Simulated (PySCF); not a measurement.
## Vibration and rotation of AlH

RHF-CCSD(T) constants of AlH, ¹Σ⁺ (singlet), closed shell (PySCF, spin-free X2C with a Gaussian nucleus, basis sets Al x2c-SVPall, H x2c-SVPall; masses 26.9815 and 1.0078 u):

| Property | Result |
| --- | --- |
| ωe | 1726.7 cm⁻¹ |
| ωexe | 29.5 cm⁻¹ |
| Be | 6.406 cm⁻¹ |
| αe | 0.182 cm⁻¹ |
| D (centrifugal) | 0.000353 cm⁻¹ |
| De to Al + H | 3.03 eV |

(1) Give the vibrational terms G(v) and spacings up to v = 6.

(2) How well does the Morse estimate ωe²/(4ωexe) reproduce De, and what is D0?

Correlated steps freeze 5 core orbitals. Correlated levels converge slowly with the basis: in double zeta they bind strong bonds too weakly, by up to about 1 eV, and carry superposition errors of some tenths. Where the molecule has an RHF reference, its open-shell atoms are computed with UHF.

## Answers

(1) G(v) = ωe(v+½) − ωexe(v+½)².

| v | G(v) (cm⁻¹) | G(v) − G(v−1) | Bv (cm⁻¹) |
| --- | --- | --- | --- |
| 0 | 856 |  | 6.315 |
| 1 | 2524 | 1668 | 6.133 |
| 2 | 4132 | 1609 | 5.951 |
| 3 | 5682 | 1550 | 5.769 |
| 4 | 7173 | 1491 | 5.587 |
| 5 | 8604 | 1432 | 5.405 |
| 6 | 9977 | 1373 | 5.223 |

(2) It gives 3.13 eV, 103 % of the computed De. D0 = De − G(0) = 3.03 − 0.11 = 2.92 eV.
